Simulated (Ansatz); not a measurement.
Input file:

```yaml
crystal:
  periodic: [false, false, false]
  atoms:
    - {symbol: Ge, position_ang: [0.000000, 0.000000, -0.220401]}
    - {symbol: B, position_ang: [0.000000, 0.000000, 1.664781]}
    - {symbol: H, position_ang: [0.000000, 1.313392, -0.986177]}
    - {symbol: H, position_ang: [0.000000, -1.313392, -0.986177]}
basis:
  gaussian: {orbitals: cc-pVTZ}
magnetization: {spin_polarized: false, initial_magnetization: 1}
correlation: {method: sc_nevpt2, electrons: outside_noble_gas, active_space: {window: {electrons: 9, orbitals: 10}, shells: [{species: B, l: s, shell: 2}, {species: B, l: p, shell: 2}, {species: Ge, l: s, shell: 4}, {species: Ge, l: p, shell: 4}, {species: H, l: s, shell: 1}]}}
```

```sh
$ ansatz run in.yaml --threads 2 --pin off --events-out ev --progress --plain --max-ram 16896MiB --backend cuda --devices 0, --max-vram 18GiB
```

The program prints:

```
1204 factors; integrals over basis functions are off by at most 1.8e-7 eV
mean field evaluation 1: about -57171.6793 eV, gradient 1.0e1 eV
mean field evaluation 2: about -57171.6829 eV, gradient 1.0e1 eV
mean field evaluation 4: about -57173.1837 eV, gradient 2.6e0 eV
mean field evaluation 8: about -57173.3006 eV, gradient 1.8e-1 eV
mean field evaluation 16: about -57166.9799 eV, gradient 2.9e0 eV
mean field evaluation 32: about -57163.7578 eV, gradient 7.8e0 eV
mean field evaluation 64: about -57173.2234 eV, gradient 2.5e0 eV
mean field -57173.30108975 eV, -2101.0800615928 hartree, gradient 2.2e-6 eV, S^2 0.750000; 11 other end points of the search recorded, 0 dependent functions left out
reference -57173.30108975 eV, -2101.0800615928 hartree; 20, 19 occupied and 81, 82 virtual orbitals, 1204 factors
state -57175.84379338 eV, -2101.1735042279 hartree
state -57175.84379338 eV, -2101.1735042279 hartree; corrected -57178.49334367 eV, -2101.2708734052 hartree
Total energy: -57178.49334367 eV, -2101.2708734052 hartree
Checks for a lower state left out: starts, orbital_swaps
```

Natural occupations: 1.9801 1.9657 1.9509 1.8679 1.0024 0.1329 0.0394 0.0324 0.0176 0.0107.

For the same geometry and basis RCCSDT(Q) lies 904.2 meV lower.

Ran on 2 threads of AMD EPYC 7R13 with a shared H100 80 GB, shared host: 9 s wall, 0.79 GiB peak host memory.
